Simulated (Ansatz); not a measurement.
Ansatz (an electronic-structure program) input (RI-MP2/cc-pVQZ):
A basis named .json is the Basis Set Exchange file of that set.

Ansatz 0.2 input:
```yaml
crystal:
  periodic: [false, false, false]
  atoms:
    - {symbol: C, position_ang: [-0.00517534, -0.10696577, 0.84074838]}
    - {symbol: C, position_ang: [-0.01360476, -0.69854769, -0.52112947]}
    - {symbol: C, position_ang: [0.01459619, 0.56938060, -0.61931483]}
    - {symbol: H, position_ang: [0.91046776, -0.08734705, 1.42564298]}
    - {symbol: H, position_ang: [-0.92297864, -0.04704489, 1.41948447]}
    - {symbol: H, position_ang: [0.03761437, 1.55118910, -1.04695191]}
basis:
  gaussian:
    orbitals: cc-pVQZ
    fitting: {mean_field: def2-universal-jkfit, correlation: cc-pVQZ-RIFIT.json}
magnetization: {spin_polarized: true, initial_magnetization: 1}
correlation: {method: mp2, electrons: outside_noble_gas}
```

End of the output:

```
integrals: 0.23 GiB planned
279 factors; integrals over basis functions are off by at most 3.7e0 eV
mean field: 0.57 GiB planned
mean field evaluation 1: about -3133.3836 eV, gradient 1.8e1 eV
mean field evaluation 2: about -3134.9959 eV, gradient 6.2e0 eV
mean field evaluation 4: about -3135.2857 eV, gradient 9.0e-1 eV
mean field evaluation 8: about -3135.3392 eV, gradient 3.7e-1 eV
mean field evaluation 16: about -3135.2761 eV, gradient 7.7e-1 eV
mean field -3135.37190820 eV, -115.2227923948 hartree, gradient 1.8e-6 eV, S^2 0.893163; 2 other end points of the search recorded, 0 dependent functions left out
3 core orbitals not correlated
561 factors; their error is unknown
reference -3135.37190820 eV, -115.2227923948 hartree; 8, 7 occupied and 244, 245 virtual orbitals, 561 factors
second order -12.92074408 eV of doubles, -0.00000000 eV of singles
Total energy: -3148.29265228 eV, -115.6976209817 hartree
```

It need not be the lowest isomer of its formula.

The determinant is spin-contaminated: <S^2> is 0.89 against 0.75 for a pure state.
